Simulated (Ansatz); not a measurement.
`[AlH2][SiH2]P` + H₂ → `[SiH3]P` + `[AlH3]`  (hydrogenolysis of the Si–Al bond)

Isolated molecules relaxed with PBE0-D4/def2-TZVP in Ansatz; ΔE leaves out vibrations. CCSD(T)/CBS is the MP2 limit (def2-TZVPP, def2-QZVPP) plus CCSD(T) − MP2 in def2-TZVPP, frozen cores. This one scheme is used for every species. DFT in def2-TZVPP. HSE06 is defined as in plane-wave codes. One conformer a species, not always the lowest.

(1) Is it downhill or uphill in electronic energy at CCSD(T)/CBS, and by how much? (An estimate is asked.)

(2) What do these levels give: r2SCAN-D4, PBE0-D4, r2SCANh-D4, ωB97X-V, ωB97M-V, BLYP, r2SCANh, HSE06, HF/def2-SVP, CCSD/def2-SVP, SCS-MP2/def2-TZVPP, CCSD(T)/def2-TZVPP? (An estimate is asked.)

Largest T1 diagnostic among the species: 0.014.

Results:

(1) Ansatz gave: Downhill: ΔE = -0.11 eV.

(2) Ansatz gave: r2SCAN-D4 -0.05, PBE0-D4 -0.02, r2SCANh-D4 -0.07, ωB97X-V -0.16, ωB97M-V -0.19, BLYP -0.18, r2SCANh -0.08, HSE06 -0.06, HF/def2-SVP -0.46, CCSD/def2-SVP -0.27, SCS-MP2/def2-TZVPP -0.21, CCSD(T)/def2-TZVPP -0.13 eV.

In def2-TZVPP, CCSD(T) changes the Hartree–Fock value by +0.30 eV (the triples alone add +0.05 eV) and MP2 by +0.29 eV. From r2SCAN to r2SCAN0 (25 % exact exchange), in def2-TZVPP and without D4, ΔE moves by −0.04 eV.
